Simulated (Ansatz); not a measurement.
System: fcc Au. Method: PBE in Ansatz (plane waves, PAW).

Settings: plane-wave cutoff 500 eV, 30×30×30 k mesh, Fermi–Dirac smearing 0.1 eV, scalar-relativistic PAW data made under PBE.

Computed at the level's own relaxed cell.

Task: Give the computed volume per atom and lattice parameter a.

Result: 
- volume per atom: 17.97 Å³/atom
- lattice parameter a: 4.158 Å

Measured, for comparison: equilibrium volume per atom 16.76 Å³/atom, lattice constant a 4.062 Å (static lattice: zero-point anharmonic expansion removed; as tabulated in Mejia-Rodriguez and Trickey (2018), arXiv:1807.09216). Computed (rounded) less measured: equilibrium volume per atom +7.2 %, lattice constant a +2.4 %.

Spin–orbit coupling is not included; it can shift volumes and moduli of such heavy elements.

Ansatz is a program for electronic structure.
